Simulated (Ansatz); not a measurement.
Mulliken charges of `[OH][Mg][F]` from r2SCAN/def2-TZVPP in Ansatz (PBE0-D4/def2-TZVP geometry).

```
atom   x (Å)   y (Å)   z (Å)  charge (e)
  O1  -0.022   1.050  -0.218      -0.711
 Mg2  -0.029  -0.677   0.087       1.095
  F3  -0.081  -2.405   0.365      -0.579
  H4   0.187   1.972  -0.255       0.194
```

By hand: the dipole of these point charges (1 e Å = 4.8032 D).

Σ q r = (0.067, 0.287, -0.011) e Å, of length 0.295 e Å = 1.42 D.

How does the dipole of the full density compare? (Estimate.)

Computed: (0.086, 0.410, -0.021) e Å, 2.01 D; the point charges give 0.71 times that, at 1° from its direction.

Point charges leave out the atoms' own dipoles, such as those of lone pairs, and Mulliken's split depends on the basis, so the two needn't agree.
